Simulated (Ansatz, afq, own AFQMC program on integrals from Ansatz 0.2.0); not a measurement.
CNO, doublet: AFQMC among the cluster methods

| atom | x (Å) | y (Å) | z (Å) |
| --- | --- | --- | --- |
| O | 1.0304 | -2.1077 | -1.2918 |
| C | 0.5663 | -1.5224 | -0.3850 |
| N | 0.0823 | -0.9119 | 0.5610 |

Connectivity, by distances: O–C–N.

Basis def2-TZVP. Noble-gas cores (and the filled d shells of Ga–Kr and In–Xe) are frozen. Integrals, coupled cluster, full CI and functionals: Ansatz 0.2.0; the random walks run on the same integrals in our own AFQMC program. The CISD trial takes its coefficients from CCSD amplitudes. Released means that phaseless walkers are propagated on without the constraint, phases kept. Free AFQMC starts from the CCSD state and is never constrained. Its projection time is finite, and what remains of the start isn't in its error. ± is one standard error of the sampling.

Determinant: ROHF, the one that the program's search chose, which needn't be the lowest solution. The geometry is a PBE0/def2-SVP stationary point of this or a neighbouring charge and spin state.

No full CI on the walks' own integrals is used here; CCSDT(Q) serves as the reference and is uncertain by about the last step of the cluster series.

Cautions: a spin-contaminated unrestricted determinant lies lower (UHF 297 meV lower, ⟨S²⟩ 0.84); the ph-AFQMC/HF walk drifts between its halves (2.3 errors).

* T1 diagnostic: 0.0366
* weight of the determinant in the CISD state: 0.828
* size of the correlated space: 15 electrons in 90 orbitals

Reference: CCSDT(Q), correlation energy -15.568 eV. The released energy is read at 0.99 1/Eh, later times being too noisy (meV from the phaseless value at times in 1/Eh: -18 ± 7 at 0.24, -34 ± 8 at 0.51, -35 ± 12 at 0.99, -54 ± 18 at 1.50).

| level | E − E(reference) (kJ/mol) | share of correlation (%) |
| --- | --- | --- |
| HF | 1502.1 | 0.00 |
| MP2 | 96.9 | 93.55 |
| CCSD | 78.1 | 94.80 |
| CCSD(T) | 6.3 | 99.58 |
| CCSDT | 4.9 | 99.68 |
| ph-AFQMC/HF | 8.0 ± 2.9 | 99.46 |
| ph-AFQMC/CISD | 4.2 ± 0.6 | 99.72 |
| released AFQMC | 0.8 ± 1.2 | 99.95 |
| free AFQMC | 1.3 ± 2.2 | 99.92 |

Free projections are given only where their last times agree within the noise and don't stop above the reference; a slow remainder of the start can still hide under it. A walk keeps the symmetry of its determinant, which the program's search chose and which needn't be the lowest solution, so a lower state of the same spin and another symmetry isn't excluded. Released energies are given only where the last usable release times agree within the noise; a slower fall can still hide under it.
